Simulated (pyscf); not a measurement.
H₃C–Sn(Cl)(Cl)–Cl + HF → CH₄ + F–Sn(Cl)(Cl)–Cl, a four-centre exchange (singlet surface; C–Sn, F–H broken, C–H, F–Sn formed). Optimised with ωB97X-D3(BJ)/def2-SVP in PySCF. Energies in kcal/mol from the separated reactants.

Small-basis levels: PySCF, no dispersion term, spherical d functions. AM1 to PM7: differences of heats of formation from MOPAC, which are fitted to 298 K values and so differ in kind from electronic energies by zero-point and thermal terms. GFN2-xTB: tblite. Cost: rough CPU time at the saddle relative to B3LYP/6-31G*+LANL2DZ, from one job on a shared machine.

| level | barrier | reaction energy | cost |
|---|---|---|---|
| HF/6-31G*+LANL2DZ | 45.6 | -20.5 | 0.2 |
| MP2/6-31G*+LANL2DZ | 26.8 | -24.8 | 0.2 |
| SVWN5/6-31G*+LANL2DZ | 3.2 | -21.2 | 1 |
| BP86/6-31G*+LANL2DZ | 17.0 | -23.9 | 2 |
| B3LYP/LANL2DZ | 27.5 | -15.5 | 0.7 |
| B3LYP/6-31G*+LANL2DZ | ___ | -25.9 | 1 |
| B3LYP/6-311+G**+LANL2DZ | 34.0 | -12.1 | 2 |
| PBE/def2-SVP | ___ | -14.4 | 2 |
| B3LYP/def2-SVP | 26.8 | -15.1 | 2 |
| GFN2-xTB | 34.9 | -29.8 | under 0.02 |
| PM3 | 72.1 | +4.9 | under 0.02 |
| PM6 | 39.9 | -3.7 | under 0.02 |
| ωB97M-D3(BJ)/def2-TZVP | ___ | -11.2 | – |

Task: Some entries are withheld; supply them.

Result: 
- B3LYP/6-31G*+LANL2DZ, barrier: 22.1
- PBE/def2-SVP, barrier: 18.5
- ωB97M-D3(BJ)/def2-TZVP, barrier: 31.4

Against the last row the barrier runs from -28.2 (SVWN5/6-31G*+LANL2DZ) to +40.7 kcal/mol (PM3). ωB97M-D3(BJ)/def2-TZVP has limits of its own. On the reactant side the descent ends in a complex (not fully relaxed), 5.9 kcal/mol under the separated species and 36.9 kcal/mol under the saddle at ωB97X-D3(BJ)/def2-TZVP. This is the saddle that the search found; another between the same sides may lie lower. In the def2 sets elements past Kr carry core potentials, without spin-orbit coupling.
